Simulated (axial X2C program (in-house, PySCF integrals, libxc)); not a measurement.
## Nuclear properties of SiOH⁻

Calculated with an in-house all-electron X2C program for linear molecules (integrals from PySCF): two-component X2C with atomic mean-field Coulomb and Gaunt terms, Gaussian nuclei, basis Si dyall-v3z, O dyall-av3z, H dyall-v3z with contracted cores.

Si–O–H held linear, with bonds 1.721 and 0.946 Å (near the PBE0 minimum at charge -1 of the determinant lowest at the starting distance; the state shown can have its own minimum elsewhere, held linear; other orders of the atoms were not compared).

Input and command:
```json
{"zs": [14, 8, 1], "q": -1, "bas": ["dyall-v3z", "dyall-av3z", "dyall-v3z"], "r0": [1.79, 0.96], "symm": 0, "scan": ["PBE0", "HF", "BHandHLYP"], "levels": ["PBE0", "HF", "LDA"], "nst": 2}
```
```bash
python solin.py task.json out
```

Keys: zs atomic numbers; q charge; bas basis sets; r0 starting distance in Å; symm equal bonds; scan levels of the two-bond scan; levels methods; nst determinants followed.

Determinant lowest in the PBE0 search, Ω = 1 (⟨Sz⟩ = 1.00, ⟨Lz⟩ = 0.00 at PBE0), spin on the atoms Si 1.06, O -0.05, H 0.00:

```csv
level,Eeff magnitude (GV/cm),Ws magnitude Si (kHz),A∥/gI Si (MHz),qzz Si (a.u.),A∥/gI O (MHz),qzz O (a.u.),A∥/gI H (MHz),qzz H (a.u.)
PBE0,0.0233,0.00927,-118,0.38,-3.9,1.80,0.792,0.55
HF,0.0553,0.0218,-108,0.33,30.9,1.86,0.629,0.55
LDA,0.00571,0.00202,-92.8,0.40,-28.4,1.72,0.756,0.56
```

Determinant 0.70 eV from it at PBE0 and this distance, Ω = 0 (closed shell), highest spinor 78% Si p, 10% O p, 5% O d:

| level | qzz Si (a.u.) | qzz O (a.u.) | qzz H (a.u.) |
| --- | --- | --- | --- |
| PBE0 | 0.35 | 1.78 | 0.55 |
| HF | 0.27 | 1.83 | 0.55 |
| LDA | 0.36 | 1.70 | 0.56 |

Eeff is the effective electric field on the electron electric dipole moment in this Ω state and Ws the scalar–pseudoscalar constant of the nucleus named (defined with the proton number Z and per Ω); A∥ (defined per Ω) follows by multiplying with gI = μI/(I μN); qzz is the electric field gradient, eQq0 = 234.96 MHz × Q/barn × qzz. The operators were transformed with the bare-nucleus X2C matrices; with these basis sets, hyperfine constants and field gradients can be off by tens of per cent, and where levels differ in sign neither size nor sign is settled.

**Question.** With gI(29Si) = -1.1106, Q(17O) = -0.02558 barn, gI(1H) = 5.5857 (g factors from the IAEA table of nuclear moments by Stone; Q from Pyykkö, Mol. Phys. 2018), turn the PBE0 values of the first state into constants in MHz.

**Answer.** A∥(29Si) = -118 × -1.1106 = 131 MHz; eQq0(17O) = 234.96 × (-0.02558) × (1.80) = -10.8 MHz; A∥(1H) = 0.792 × 5.5857 = 4.42 MHz.

The molecule was held linear; bending was not examined, so a bent shape may lie lower.

Each state is one determinant with collinear spin, which with several unpaired electrons need not be a pure state. Unrestricted Hartree–Fock can overshoot spin polarisation at the nuclei. For an anion, determinants above electron detachment, or with a positive highest level, are held by the basis set. A closed determinant beside an open π² or δ² triplet, such as (π1/2)², mixes with its partner pair into the 0⁺ component of the triplet and ¹Σ⁺, so its energy is not that of a level, and 0⁺ can lie lowest. With several open shells hyperfine constants can be off by a factor of several. Where Eeff spreads by more than a factor of two the levels disagree and none is to be relied on. Open-shell Ω = 0 determinants with evenly filled partner blocks cannot be reached by this program, so the Ω shown need not be the lowest component. The search compared states at one distance, so a state with another bond length can lie lower. Where a field gradient or hyperfine factor spreads by more than a factor of two over the levels, a constant derived from it is not to be relied on. PBE0 term energies can be off by some tenths of an eV.
